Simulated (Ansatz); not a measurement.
Which is lower?

Two relaxed structures of SiHF2, doublet (PBE0-D4/def2-TZVP; forces vanish, vibrations not checked).

A:

```xyz
4
angstrom
F 1.2744 0.6255 -0.4117
Si -0.0276 -0.2853 -0.3162
F -1.2828 0.6912 -0.2481
H 0.0359 -1.0314 0.9760
```

B:

```xyz
4
angstrom
F 0.5180 -1.1898 -0.0275
Si 0.8235 1.1521 -0.6724
F -0.7076 1.1278 -0.0881
H -0.3498 -1.0391 0.2665
```

Program: Ansatz 0.2.0. Basis: def2-TZVPP. Cores are frozen in the correlated methods; orbitals are unrestricted. B3LYP uses VWN-RPA correlation.

Q: Which structure is lower at CCSD(T), and by how much? (An estimate is asked for; the value comes from the calculation.)

A: By the calculation: A, by 233.8 kJ/mol (electronic energy, against the other). By their contacts, A is SiHF₂ ([F][SiH][F]) and B is a complex of SiF + HF.

All methods give the same order:

```
   method  E(B) − E(A) (kJ/mol)
   PBE-D4                 224.8
r2SCAN-D4                 256.8
  PBE0-D4                 236.6
 B3LYP-D4                 232.0
  wB97M-V                 225.6
       HF                 257.9
      MP2                 251.2
     CCSD                 235.3
  CCSD(T)                 233.8
```

T1 diagnostic: at most 0.017. ⟨S²⟩ of the unrestricted Hartree–Fock references: 0.75 to 0.78 (a pure state has 0.75).

Labels in which every atom is bracketed show which atoms are joined, not bond orders.

For scale, one of the runs: CCSD(T)/def2-TZVPP, 118 basis functions, launched by `ansatz run in.yaml --threads 2 --pin off --events-out ev --progress --plain --max-ram 4352MiB`. Hardware: 2 CPU threads of an Arm Neoverse V1, shared host. Wall time 14 s; peak host memory 0.79 GiB.
